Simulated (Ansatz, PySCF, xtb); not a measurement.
Homolysis of single bonds, series Ga Cl-Br. Isolated molecules, 0 K electronic values unless said otherwise. Strings in code marks are SMILES.

Quantity: homolytic bond dissociation enthalpy at 298 K (no spin–orbit term), in kcal/mol. Thermal and zero-point terms are GFN2-xTB rigid-rotor harmonic values (xtb).

Level 1: frozen-core MP2/cc-pVTZ // PBE0-D3(BJ)/def2-TZVP (Ansatz, an electronic-structure program)
Level 2: BP86/6-31G* // PBE0-D3(BJ)/def2-TZVP (PySCF)
Level 3: M06-2X/6-31G* // PBE0-D3(BJ)/def2-TZVP (PySCF)
Level 4: HF/3-21G // PBE0-D3(BJ)/def2-TZVP (PySCF)

| species | level 1 | level 2 | level 3 | level 4 |
|---|---|---|---|---|
| Cl–Ga bond of `[Cl][Ga]([Br])[Br]`, giving `[Br][Ga][Br]` and `[Cl]` | 103.5 | 88.7 | 93.9 | 69.2 |
| Ga–Br bond of `[Cl][Ga]([Br])[Br]`, giving `[Br]` and `[Cl][Ga][Br]` | 94.2 | 80.4 | 81.3 | 60.1 |
| Cl–Ga bond of `[Cl][Ga]([Cl])[Cl]`, giving `[Cl]` and `[Cl][Ga][Cl]` | 104.0 | 90.3 | 95.4 | 66.2 |
| Br–Ga bond of `[Br][Ga]([Br])[Br]`, giving `[Br]` and `[Br][Ga][Br]` | 94.0 | 79.6 | 80.5 | 61.2 |
| Cl–Ga bond of `[Cl][Ga]([Cl])[Br]`, giving `[Cl]` and `[Cl][Ga][Br]` | 103.7 | 89.5 | 94.6 | 67.7 |
